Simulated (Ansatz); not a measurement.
The first iterations of a band of BFH2 + H3P (8 atoms, charge 0, multiplicity 1).

The calculation used RKS PBE0-D4/def2-SVP in Ansatz 0.2.0.

| Item | Value |
| --- | --- |
| movable images | 7 |
| climbing image | yes |
| spring | 5.0 eV/Å² |
| optimiser | quadratic models (default) |
| start path | through a guess of the saddle point |
| force threshold | 0.5 eV/Å |
| iteration limit | 60 |
| end points | relaxed |

Initial state:

```xyz
8
Properties=species:S:1:pos:R:3
B 0.003 0.359 -0.049
H -0.231 0.753 1.070
H 1.114 0.224 -0.507
F -1.023 0.099 -0.837
P 0.236 -2.995 1.110
H -0.724 -2.592 0.133
H 1.337 -2.465 0.371
H 0.072 -1.805 1.885
```

Final state:

```xyz
8
Properties=species:S:1:pos:R:3
B 0.188 -0.730 -0.339
H -0.418 0.874 2.318
H 1.174 -0.029 -0.389
F -0.961 -0.209 -0.735
P 0.241 -2.484 0.421
H -0.682 -3.128 -0.450
H 1.436 -2.910 -0.222
H -0.194 0.193 2.574
```

| iteration | highest image above the first end (eV) | largest band force component (eV/Å) |
| --- | --- | --- |
| 1 | 3.166 | 6.046 |
| 2 | 1.971 | 2.781 |
| 3 | 1.768 | 2.069 |

Question: Does the band converge within its limit, and where does its top end?

Answer: It converged. It ended after 10 iterations with the highest image 0.960 eV above the first end. The threshold of 0.5 eV/Å is loose, so the images may lie well off the minimum-energy path. The order of the stationary point at the top wasn't checked. The orbitals stay closed-shell, which can raise the energy where a bond breaks towards radicals; this wasn't checked here.

Time of the run: 2.2 min on 1 thread of Arm Neoverse V2 (shared host), peak memory 0.13 GiB.
